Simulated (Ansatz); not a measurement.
# SiNH (quintet): from Hartree-Fock to the top rungs, cc-pVTZ

Aim: climb from Hartree-Fock through coupled cluster and multireference methods for SiNH (quintet) at one geometry and basis, and see what each rung misses.

Program: Ansatz 0.2.0, Gaussian basis. Level of theory: cc-pVTZ, correlated electrons: outside noble gas. These are calculated values, not measurements.

To be run: UHF; CCSD(T) on ROHF; CCSD(T) on UHF; BCCD(T) on ROHF; CCSDT(Q) on ROHF; CCSDT(Q) on UHF; CASSCF and MRCISD+Q, 10 electrons in 9 orbitals; CASSCF and NEVPT2, 10 electrons in 9 orbitals.

### 1 The system

The geometry is a PBE0/def2-TZVP stationary point (not a proven minimum) of the parent state, kept for this charge and spin.

3 atoms, charge 0, spin multiplicity 5.

Atoms are counted from 1 here; the program's logs count them from 0.

Bond lengths: Si1–N2 1.701 Å, N2–H3 1.020 Å. Angles: Si1–N2–H3 125.4°.

In the tables R marks a restricted open-shell determinant and U an unrestricted one; 'valence' is the active space of 10 electrons in 9 orbitals; correlation energies count from the lowest restricted Hartree-Fock solution.

### 2 UHF

in.yaml reads:

```yaml
crystal:
  periodic: [false, false, false]
  atoms:
    - {symbol: Si, position_ang: [0.000000, 0.032951, 0.605869]}
    - {symbol: N, position_ang: [0.000000, -0.113788, -1.088955]}
    - {symbol: H, position_ang: [0.000000, 0.663088, -1.749585]}
basis:
  gaussian: {orbitals: cc-pVTZ}
magnetization: {spin_polarized: true, initial_magnetization: 4}
hamiltonian: {xc: hf}
output: {orbitals: {seedname: orbitals}}
```

On the command line:

```sh
$ ansatz run in.yaml --threads 1 --pin off --events-out ev --progress --plain --max-ram 2816MiB --backend cpu
```

Further steps of the session: CCSD(T) on ROHF; CCSD(T) on UHF; BCCD(T) on ROHF; CCSDT(Q) on ROHF; CCSDT(Q) on UHF; CASSCF and MRCISD+Q, 10 electrons in 9 orbitals; CASSCF and NEVPT2, 10 electrons in 9 orbitals.

Q: Predict the results of all the runs planned. Wanted: correlation energy, UCCSDT(Q); RMP2 from UCCSDT(Q); UMP2 from UCCSDT(Q); RCCSD from UCCSDT(Q); RCCSD(T) from UCCSDT(Q); UCCSD(T) from UCCSDT(Q); RCCSDT(Q) from UCCSDT(Q); NEVPT2 valence from UCCSDT(Q); MRCISD+Q valence from UCCSDT(Q).

As calculated:

| quantity | value |
| --- | --- |
| correlation energy, UCCSDT(Q) | -6.9865 eV |
| RMP2 from UCCSDT(Q) | +93.6 kJ/mol |
| UMP2 from UCCSDT(Q) | +93.8 kJ/mol |
| RCCSD from UCCSDT(Q) | +30.1 kJ/mol |
| RCCSD(T) from UCCSDT(Q) | +4.7 kJ/mol |
| UCCSD(T) from UCCSDT(Q) | +4.3 kJ/mol |
| RCCSDT(Q) from UCCSDT(Q) | +0.5 kJ/mol |
| NEVPT2 valence from UCCSDT(Q) | +117.1 kJ/mol |
| MRCISD+Q valence from UCCSDT(Q) | +13.2 kJ/mol |
| levels of the table within 1 kcal/mol (43 meV) | RCCSDT, UCCSDT, RCCSDT(Q) |
| T1 diagnostic | 0.040 |
| effectively unpaired electrons | 4.01 |

RCCSD(T) misses by +4.7 kJ/mol, 0.7 % of the correlation energy. One determinant dominates. Of the multireference levels listed MRCISD+Q valence comes nearest in total energy (+13.2 kJ/mol), which doesn't show that its space is the better one. These misses are within one basis, not against nature; the frozen cores of restricted and unrestricted runs differ, which can shift their rows.
